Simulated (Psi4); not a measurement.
# One shape, several levels: SiH2O2 (SMILES O[Si]O)

We compute a comparison of 6 runs (BLYP/aug-cc-pVDZ, M06-L/aug-cc-pVDZ, PBE/aug-cc-pVDZ, SVWN5/aug-cc-pVDZ, TPSS/aug-cc-pVDZ, revPBE/aug-cc-pVDZ) of SiH2O2. 

Program for the calculation: Psi4 1.11.

1 further run of the same task is left out (set aside as unsound or not needed).

## Step 1: The molecule

SiH2O2 has 5 atoms, charge 0, and is taken as a singlet. SMILES: `O[Si]O`. The O3–H5 distance was set to 1.440 Å, away from the relaxed value. At this shape a bond of the SMILES string is far longer than usual.

Bond lengths: O1–Si2 1.642 Å, Si2–O3 1.663 Å, O1–H4 0.964 Å. Angles: O1–Si2–O3 99.4°, Si2–O1–H4 117.5°. A long bond or contact: O3–H5 1.440 Å.

## Step 2: The energy at BLYP/aug-cc-pVDZ (run 1)

h2o2si.xyz

```xyz
5
H2O2Si
O     -1.875757    -0.005298    -0.457403
Si    -0.644557    -0.690998     0.385297
O      0.603443     0.287802    -0.113803
H     -1.664457     0.749202    -1.018503
H      1.901100    -0.013100     0.433400
```

run.py

```python
import numpy as np
from ase.calculators.psi4 import Psi4
from ase.io import read

mol = read('h2o2si.xyz')
calc = Psi4(atoms=mol, method='blyp', basis='aug-cc-pVDZ', memory='2200MB', num_threads=1, charge=0, multiplicity=1, label='h2o2si')
calc.psi4.set_options({'puream': True, 'e_convergence': 1e-09, 'd_convergence': 1e-08, 'scf_type': 'pk', 'dft_radial_points': 99, 'dft_spherical_points': 590})
mol.calc = calc

print(f'energy: {mol.get_potential_energy():.6f} eV')
```

Command:

```console
$ python run.py
```

h2o2si.dat:

```text
[...]
  Running in c1 symmetry.
[...]
  Nuclear repulsion =  101.538264293180021
[...]
  Multiplicity = 1
[...]
  Nalpha       = 16
  Nbeta        = 16
[...]
    Number of basis functions: 91
[...]
   @RKS iter   1:  -440.54319330081023    9.62064e-03   1.29529e-02 ADIIS/DIIS
[...]
   @RKS iter  13:  -441.12923281921638   -2.44427e-12   2.87339e-09 DIIS
[...]
  @RKS Final Energy:  -441.12923281921638
   => Energetics <=
    Nuclear Repulsion Energy =            101.5382642931800206
    One-Electron Energy =                -811.6063288743480371
    Two-Electron Energy =                 307.6242287797380186
    DFT Exchange-Correlation Energy =     -38.6853970177863502
    Empirical Dispersion Energy =           0.0000000000000000
    VV10 Nonlocal Energy =                  0.0000000000000000
    Total Energy =                       -441.1292328192163836
[...]
 Multipole Moments:
 ------------------------------------------------------------------------------------
     Multipole            Electronic (a.u.)      Nuclear  (a.u.)        Total (a.u.)
 ------------------------------------------------------------------------------------
 L = 1.  Multiply by 2.5417464519 to convert [e a0] to [Debye]
 Dipole X            :         -0.6105292            1.3748728            0.7643436
 Dipole Y            :         -0.8952953            1.1091537            0.2138584
 Dipole Z            :          0.5810018           -0.5752581            0.0057437
 Magnitude           :                                                    0.7937188
[...]
```

On the terminal:

```text
energy: -12003.737841 eV
```

It took 9.3 s on 1 thread of Intel Xeon 6975P-C (Granite Rapids), shared host; peak memory 1.2 GiB.

## Step 3: A single-point energy at M06-L/aug-cc-pVDZ (run 2)

h2o2si.xyz is that of step 2.

h2o2si.py

```python
import psi4

psi4.set_memory('2200 MB')
psi4.set_num_threads(1)
psi4.set_output_file('run.log', False)

with open('h2o2si.xyz') as f:
    atoms = ''.join(f.readlines()[2:])
molecule = psi4.geometry('0 1\n' + atoms + 'symmetry c1')

psi4.set_options({
    'basis': 'aug-cc-pVDZ',
    'reference': 'rks',
    'puream': True,
    'e_convergence': 1e-09,
    'd_convergence': 1e-08,
    'scf_type': 'pk',
    'dft_radial_points': 99,
    'dft_spherical_points': 590,
})

result, w = psi4.energy('m06-l', return_wfn=True)
psi4.oeprop(w, 'QUADRUPOLE', 'WIBERG_LOWDIN_INDICES', 'LOWDIN_CHARGES')
print(f'm06-l energy: {result:.10f} Eh')
```

Command:

```console
$ python h2o2si.py
```

run.log:

```text
[...]
  Running in c1 symmetry.
[...]
  Nuclear repulsion =  101.538264293180021
[...]
  Multiplicity = 1
[...]
  Nalpha       = 16
  Nbeta        = 16
[...]
    Number of basis functions: 91
[...]
   @RKS iter   1:  -440.61912829152476   -1.86729e-01   1.19132e-02 DIIS/ADIIS
[...]
   @RKS iter  13:  -441.10813100578514   -6.25278e-13   2.84668e-09 DIIS
[...]
  @RKS Final Energy:  -441.10813100578514
   => Energetics <=
    Nuclear Repulsion Energy =            101.5382642931800206
    One-Electron Energy =                -811.9364678846186507
    Two-Electron Energy =                 308.0041627473577819
    DFT Exchange-Correlation Energy =     -38.7140901617042630
    Empirical Dispersion Energy =           0.0000000000000000
    VV10 Nonlocal Energy =                  0.0000000000000000
    Total Energy =                       -441.1081310057851397
[...]
 Multipole Moments:
 ------------------------------------------------------------------------------------
     Multipole            Electronic (a.u.)      Nuclear  (a.u.)        Total (a.u.)
 ------------------------------------------------------------------------------------
 L = 1.  Multiply by 2.5417464519 to convert [e a0] to [Debye]
 Dipole X            :         -0.5542797            1.3748728            0.8205931
 Dipole Y            :         -0.8347106            1.1091537            0.2744431
 Dipole Z            :          0.5451750           -0.5752581           -0.0300832
 Magnitude           :                                                    0.8657928
 L = 2.  Multiply by 1.3450342976 to convert [e a0^2] to [Debye ang]
 Quadrupole XX       :       -129.6141943          114.4091961          -15.2049982
 Quadrupole XY       :        -10.3171724            8.8845570           -1.4326154
[...]
```

On the terminal:

```text
m06-l energy: -441.1081310058 Eh
```

Wall time 20 s (1 thread of Intel Xeon 6975P-C (Granite Rapids), shared host); peak memory 1.3 GiB.

## Step 4: A single-point energy at PBE/aug-cc-pVDZ (run 3)

h2o2si.py

```python
import psi4

psi4.set_memory('2200 MB')
psi4.set_num_threads(1)
psi4.core.set_output_file('output.dat', False)

m = psi4.geometry("""
0 1
O     -1.875757    -0.005298    -0.457403
Si    -0.644557    -0.690998     0.385297
O      0.603443     0.287802    -0.113803
H     -1.664457     0.749202    -1.018503
H      1.901100    -0.013100     0.433400
symmetry c1
no_reorient
no_com
""")

psi4.set_options({
    'basis': 'aug-cc-pVDZ',
    'puream': True,
    'e_convergence': 1e-09,
    'd_convergence': 1e-08,
    'scf_type': 'pk',
    'dft_radial_points': 99,
    'dft_spherical_points': 590,
})

e_tot, wfn = psi4.energy("pbe", return_wfn=True)
print('E =', round(e_tot, 9))
for k, v in sorted(psi4.core.scalar_variables().items()):
    print(f'{k:45s} {v:18.10f}')
```

Command:

```console
$ python h2o2si.py
```

output.dat:

```text
[...]
  Running in c1 symmetry.
[...]
  Nuclear repulsion =  101.538264293180021
[...]
  Multiplicity = 1
[...]
  Nalpha       = 16
  Nbeta        = 16
[...]
    Number of basis functions: 91
[...]
   @RKS iter   1:  -440.30739747328084   -4.33917e-02   1.23079e-02 DIIS/ADIIS
[...]
   @RKS iter  13:  -440.84128769607395   -1.70530e-13   2.07358e-09 DIIS
[...]
  @RKS Final Energy:  -440.84128769607395
   => Energetics <=
    Nuclear Repulsion Energy =            101.5382642931800206
    One-Electron Energy =                -811.6271172131146159
    Two-Electron Energy =                 307.6337490648107291
    DFT Exchange-Correlation Energy =     -38.3861838409500180
    Empirical Dispersion Energy =           0.0000000000000000
    VV10 Nonlocal Energy =                  0.0000000000000000
    Total Energy =                       -440.8412876960739482
[...]
 Multipole Moments:
 ------------------------------------------------------------------------------------
     Multipole            Electronic (a.u.)      Nuclear  (a.u.)        Total (a.u.)
 ------------------------------------------------------------------------------------
 L = 1.  Multiply by 2.5417464519 to convert [e a0] to [Debye]
 Dipole X            :         36.6267519          -35.8399164            0.7868355
 Dipole Y            :         12.8687273          -12.6192849            0.2494424
 Dipole Z            :         -0.4701727            0.4524137           -0.0177590
 Magnitude           :                                                    0.8256191
[...]
```

Standard output:

```text
E = -440.841287696
CURRENT ENERGY                                   -440.8412876961
CURRENT REFERENCE ENERGY                         -440.8412876961
DD SOLVATION ENERGY                                 0.0000000000
DFT FUNCTIONAL TOTAL ENERGY                      -440.8412876961
DFT TOTAL ENERGY                                 -440.8412876961
DFT VV10 ENERGY                                     0.0000000000
DFT XC ENERGY                                     -38.3861838410
GRID ELECTRONS ALPHA                               16.0000003264
GRID ELECTRONS BETA                                16.0000003264
GRID ELECTRONS TOTAL                               32.0000006527
NUCLEAR REPULSION ENERGY                          101.5382642932
ONE-ELECTRON ENERGY                              -811.6271172131
PCM POLARIZATION ENERGY                             0.0000000000
PE ENERGY                                           0.0000000000
SCF ITERATION ENERGY                             -440.8412876961
SCF ITERATIONS                                     13.0000000000
SCF TOTAL ENERGY                                 -440.8412876961
TWO-ELECTRON ENERGY                               307.6337490648
XC GRID RADIAL POINTS                              99.0000000000
XC GRID SPHERICAL POINTS                          590.0000000000
XC GRID TOTAL POINTS                           283923.0000000000
```

It took 11 s on 1 thread of Intel Xeon 6975P-C (Granite Rapids), shared host; peak memory 1.1 GiB.

Runs 4 to 5 aren't shown in full; the table further down has their settings and results.

## Step 5: Energy and gradient at revPBE/aug-cc-pVDZ (run 6)

h2o2si.json

```json
{
 "schema_name": "qcschema_input",
 "schema_version": 1,
 "molecule": {
  "schema_name": "qcschema_molecule",
  "schema_version": 2,
  "symbols": ["O", "Si", "O", "H", "H"],
  "geometry": [-3.54466701, -0.01001177, -0.8643664, -1.2180362, -1.30579697, 0.72810581, 1.140342, 0.54386696, -0.2150565, -3.14536788, 1.41578659, -1.92469173, 3.59255834, -0.02475541, 0.8190073],
  "molecular_charge": 0,
  "molecular_multiplicity": 1,
  "fix_symmetry": "c1"
 },
 "driver": "gradient",
 "model": {
  "method": "revpbe",
  "basis": "aug-cc-pVDZ"
 },
 "keywords": {
  "reference": "rks",
  "puream": true,
  "e_convergence": 1e-09,
  "d_convergence": 1e-08,
  "scf_type": "pk",
  "dft_radial_points": 99,
  "dft_spherical_points": 590,
  "scf_properties": ["MULLIKEN_CHARGES", "WIBERG_LOWDIN_INDICES", "MAYER_INDICES"]
 }
}
```

Command:

```console
$ psi4 --qcschema h2o2si.json -n 1 --memory 2200MB
```

stdout:

```text
[...]
  Running in c1 symmetry.
[...]
  Nuclear repulsion =  101.538264293666145
[...]
  Multiplicity = 1
[...]
  Nalpha       = 16
  Nbeta        = 16
[...]
    Number of basis functions: 91
[...]
   @RKS iter   1:  -440.51341945740808   -5.92386e-02   1.21747e-02 ADIIS/DIIS
[...]
   @RKS iter  13:  -441.03765295549766   -1.08002e-12   1.73017e-09 DIIS
[...]
  @RKS Final Energy:  -441.03765295549766
   => Energetics <=
    Nuclear Repulsion Energy =            101.5382642936661455
    One-Electron Energy =                -811.6214493156353456
    Two-Electron Energy =                 307.6344463672060101
    DFT Exchange-Correlation Energy =     -38.5889143007344089
    Empirical Dispersion Energy =           0.0000000000000000
    VV10 Nonlocal Energy =                  0.0000000000000000
    Total Energy =                       -441.0376529554976628
[...]
  Mulliken Charges: (a.u.)
   Center  Symbol    Alpha    Beta     Spin     Total
       1     O     4.23857  4.23857  0.00000 -0.47715
       2    SI     6.64165  6.64165  0.00000  0.71670
       3     O     4.35995  4.35995  0.00000 -0.71990
       4     H     0.43566  0.43566  0.00000  0.12868
       5     H     0.32417  0.32417  0.00000  0.35167
   Total alpha = 16.00000, Total beta = 16.00000, Total charge =  0.00000
  Mayer Bond Indices:
[...]
  -Total Gradient:
     Atom            X                  Y                   Z
    ------   -----------------  -----------------  -----------------
       1        0.030721652007    -0.008880791952     0.014378547167
       2       -0.005788893634     0.046674534410    -0.039100056161
       3       -0.122176455933    -0.007810352406    -0.022297080254
       4       -0.001408221699    -0.011639365204     0.009080986327
       5        0.098595497110    -0.018361973381     0.037938916842
[...]
```

The result, in JSON:

```text
{
 "driver": "gradient",
 "model": {
  "method": "revpbe",
  "basis": "aug-cc-pVDZ"
 },
 "success": true,
 "return_result": [0.030721652007431155, -0.008880791951940081, 0.014378547167064104, -0.005788893634355086, 0.046674534409617496, -0.0391000561610836, -0.12217645593349137, -0.007810352405718993, -0.022297080254354507, -0.001408221699262538, -0.011639365204133667, 0.009080986327049456, 0.09859549710991133, -0.01836197338108993, 0.03793891684153619],
 "properties": {
  "calcinfo_nbasis": 91,
  "calcinfo_nmo": 91,
  "calcinfo_nalpha": 16,
  "calcinfo_nbeta": 16,
  "calcinfo_natom": 5,
  "nuclear_repulsion_energy": 101.53826429366615,
  "return_energy": -441.03765295549766,
  "return_gradient": [0.030721652007431155, -0.008880791951940081, 0.014378547167064104, -0.005788893634355086, 0.046674534409617496, -0.0391000561610836, -0.12217645593349137, -0.007810352405718993, -0.022297080254354507, -0.001408221699262538, -0.011639365204133667, 0.009080986327049456, 0.09859549710991133, -0.01836197338108993, 0.03793891684153619],
  "scf_one_electron_energy": -811.6214493156353,
  "scf_two_electron_energy": 307.634446367206,
  "scf_xc_energy": -38.58891430073441,
  "scf_dipole_moment": [0.7705961453266873, 0.25689820336776115, -0.02758907828652213],
  "scf_total_energy": -441.03765295549766,
  "scf_total_gradient": [0.030721652007431155, -0.008880791951940081, 0.014378547167064104, -0.005788893634355086, 0.046674534409617496, -0.0391000561610836, -0.12217645593349137, -0.007810352405718993, -0.022297080254354507, -0.001408221699262538, -0.011639365204133667, 0.009080986327049456, 0.09859549710991133, -0.01836197338108993, 0.03793891684153619],
  "scf_iterations": 13
 }
}
```

It took 18 s on 1 thread of Intel Xeon 6975P-C (Granite Rapids), shared host; peak memory 1.1 GiB.

## Step 6: All runs side by side

```csv
run,level,task,energy (Eh),dipole moment (D),HOMO energy (eV),LUMO energy (eV),wall time
1,BLYP/aug-cc-pVDZ,energy,-441.129233,2.02,-5.84,-3.59,9.3 s
2,M06-L/aug-cc-pVDZ,energy,-441.108131,2.20,-5.99,-3.04,20 s
3,PBE/aug-cc-pVDZ,energy,-440.841288,2.10,-5.92,-3.62,11 s
4,SVWN5/aug-cc-pVDZ,gradient,-438.916776,2.24,-5.99,-3.69,14 s
5,TPSS/aug-cc-pVDZ,gradient,-441.178245,2.09,-6.00,-3.46,28 s
6,revPBE/aug-cc-pVDZ,gradient,-441.037653,2.07,-5.88,-3.59,18 s
```

## Step 7: What came out

| quantity | value |
| --- | --- |
| run 6: total energy | -441.03765 Eh |
| run 6: dipole moment | 2.07 D |
| run 6: HOMO energy | -5.88 eV |
| run 6: LUMO energy | -3.59 eV |
| run 6: HOMO–LUMO gap | 2.28 eV |
| run 6: largest force on an atom | 6.399 eV/Å |

The dipole moment (its size) runs from 2.02 D (BLYP/aug-cc-pVDZ) to 2.24 D (SVWN5/aug-cc-pVDZ). The HOMO–LUMO gap runs from 2.25 eV (BLYP/aug-cc-pVDZ) to 2.95 eV (M06-L/aug-cc-pVDZ). Totals of different functionals can't be ranked against each other. All runs together took 1.7 min, the longest 28 s.
